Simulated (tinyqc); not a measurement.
Inside a calculation. Method: MP2 on RHF in the sto-6g basis, frozen core, for H2O, spin multiplicity 1. One step of it, computed by the program tinyqc.

Question. Iteration 8 (converged): orbitals. Diagonalise F' = X^T F X, C = X C', fill 5 alpha and 5 beta electrons from the bottom; D = 2 C_occ C_occ^T. Each column has its largest component positive (the first on a tie).

converged F (hartree):
```
,1O 1s,1O 2s,1O 2px,1O 2py,1O 2pz,2H 1s,3H 1s
1O 1s,-20.515730,-4.966090,0.000000,0.000000,-0.029630,-1.183513,-1.183513
1O 2s,-4.966090,-2.351260,0.000000,0.000000,-0.140433,-1.010294,-1.010294
1O 2px,0.000000,0.000000,-0.405297,0.000000,0.000000,0.000000,0.000000
1O 2py,0.000000,0.000000,0.000000,-0.312654,0.000000,-0.361938,0.361938
1O 2pz,-0.029630,-0.140433,0.000000,0.000000,-0.367986,-0.416688,-0.416688
2H 1s,-1.183513,-1.010294,0.000000,-0.361938,-0.416688,-0.587068,-0.452744
3H 1s,-1.183513,-1.010294,0.000000,0.361938,-0.416688,-0.452744,-0.587068
```

X:
```
,1,2,3,4,5,6,7
1O 1s,-0.288949,0.000000,0.757856,0.000000,0.624143,0.000000,0.136108
1O 2s,1.162019,0.000000,-0.330792,0.000000,0.333876,0.000000,0.397188
1O 2px,0.000000,0.000000,0.000000,1.000000,0.000000,0.000000,0.000000
1O 2py,0.000000,-0.867165,0.000000,0.000000,0.000000,0.732608,0.000000
1O 2pz,0.613483,0.000000,0.643259,0.000000,-0.615139,0.000000,0.211312
2H 1s,-0.731320,0.896645,-0.142715,0.000000,-0.116058,0.354261,0.377295
3H 1s,-0.731320,-0.896645,-0.142715,0.000000,-0.116058,-0.354261,0.377295
```

Give: F' = X^T F X; orbital energies; coefficients C; D after iteration 8.

Answer.

F' = X^T F X (hartree):
```
,1,2,3,4,5,6,7
1,0.1883,0.0000,1.6269,0.0000,1.1338,0.0000,0.0935
2,0.0000,0.6746,0.0000,0.0000,0.0000,-0.1398,0.0000
3,1.6269,0.0000,-9.2400,0.0000,-9.1946,0.0000,-3.4912
4,0.0000,0.0000,0.0000,-0.4053,0.0000,0.0000,0.0000
5,1.1338,0.0000,-9.1946,0.0000,-10.0301,0.0000,-3.8171
6,0.0000,-0.1398,0.0000,0.0000,0.0000,-0.5773,0.0000
7,0.0935,0.0000,-3.4912,0.0000,-3.8171,0.0000,-2.6073
```

orbital energies (hartree): MO1 -20.5189, MO2 -1.2883, MO3 -0.5927, MO4 -0.4898, MO5 -0.4053, MO6 0.6079, MO7 0.6900

coefficients C:
```
,MO1,MO2,MO3,MO4,MO5,MO6,MO7
1O 1s,0.9967,-0.2207,0.0000,0.1032,0.0000,-0.1148,0.0000
1O 2s,0.0157,0.8352,0.0000,-0.5710,0.0000,0.8397,0.0000
1O 2px,0.0000,0.0000,0.0000,0.0000,1.0000,0.0000,0.0000
1O 2py,0.0000,0.0000,0.6331,0.0000,0.0000,0.0000,0.9423
1O 2pz,0.0035,0.1416,0.0000,0.7339,0.0000,0.8090,0.0000
2H 1s,-0.0036,0.1528,0.4505,0.2946,0.0000,-0.7752,-0.8524
3H 1s,-0.0036,0.1528,-0.4505,0.2946,0.0000,-0.7752,0.8524
```

D after iteration 8:
```
,1O 1s,1O 2s,1O 2px,1O 2py,1O 2pz,2H 1s,3H 1s
1O 1s,2.1055,-0.4552,0.0000,0.0000,0.0959,-0.0139,-0.0139
1O 2s,-0.4552,2.0478,0.0000,0.0000,-0.6014,-0.0812,-0.0812
1O 2px,0.0000,0.0000,2.0000,0.0000,0.0000,0.0000,0.0000
1O 2py,0.0000,0.0000,0.0000,0.8016,0.0000,0.5704,-0.5704
1O 2pz,0.0959,-0.6014,0.0000,0.0000,1.1173,0.4756,0.4756
2H 1s,-0.0139,-0.0812,0.0000,0.5704,0.4756,0.6261,-0.1856
3H 1s,-0.0139,-0.0812,0.0000,-0.5704,0.4756,-0.1856,0.6261
```
